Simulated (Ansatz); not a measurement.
How far each method lies from UCCSDT(Q) for Al–GaH–Al⁺, doublet

Geometry: that of the Al–GaH–Al, singlet, kept fixed.

```xyz
4

Al    0.0000   -0.4511   -2.5847
Ga    0.0000    0.3210    0.0000
Al    0.0000   -0.4511    2.5847
H     0.0000    1.9444    0.0000
```

Basis cc-pVTZ; Ansatz 0.2.0. Only valence electrons are correlated (noble-gas cores and the filled d shells of p-block atoms frozen), which leaves 9 electrons in 101 orbitals. R marks a restricted (for open shells ROHF) determinant, U an unrestricted one. Active spaces: valence = (9e, 13o) chosen from the atoms' valence shells. No spin–orbit coupling is included, and no scalar relativity.

Full CI isn't at hand for all of this; UCCSDT(Q) serves as the reference, and is uncertain by about the last step of the cluster series. The frozen core follows each run's orbitals, which can shift R against U totals by a few meV for light atoms and by up to 0.1 eV past Ca.

Unrestricted rows (U) aren't spin-pure: their determinants' ⟨S²⟩ exceeds S(S+1) by up to 0.21, so they mix in states of higher spin.

- UHF ⟨S²⟩: 0.958
- T1 diagnostic (RCCSD): 0.0365
- largest doubles amplitude (RCCSD): 0.073
- T1 diagnostic (UCCSD): 0.0443

| level | E − E(UHF) (eV) |
| --- | --- |
| UMP2 | -3.7461 |
| UCCSD | -4.9527 |
| UCCSD(T) | -5.1461 |

(1) Estimate how far UCCSDT(Q) in cc-pVTZ lies from UCCSD(T). The table doesn't fix it; the size of (T) and the diagnostics are the guide.

(1) UCCSDT(Q) in cc-pVTZ lies 6.1 kJ/mol below UCCSD(T), which is 33 % of the (T) step (-18.7 kJ/mol). T1 is raised, the determinant isn't spin-pure, and the rest is a large part of (T). The miss exceeds 1 kcal/mol.

The other levels:

```tsv
level	E − E(UCCSDT(Q)) (kJ/mol)	wall time
UCCSDT	1.3	–
```

Run but not shown, since their state, orbitals or frozen core can't be matched to the reference's or they repeat it: RHF, RMP2, RCCSD, RCCSD(T), BCCD(T), RCCSDT, RCCSDT(Q), CASSCF (valence space), NEVPT2 (valence space).

Natural occupations of CASSCF (valence space) about the gap: 1.972 1.945 1.911 1.856 0.987 0.065 0.055 0.049 0.048 0.037; effectively unpaired electrons, Σ n²(2−n)², 1.17.
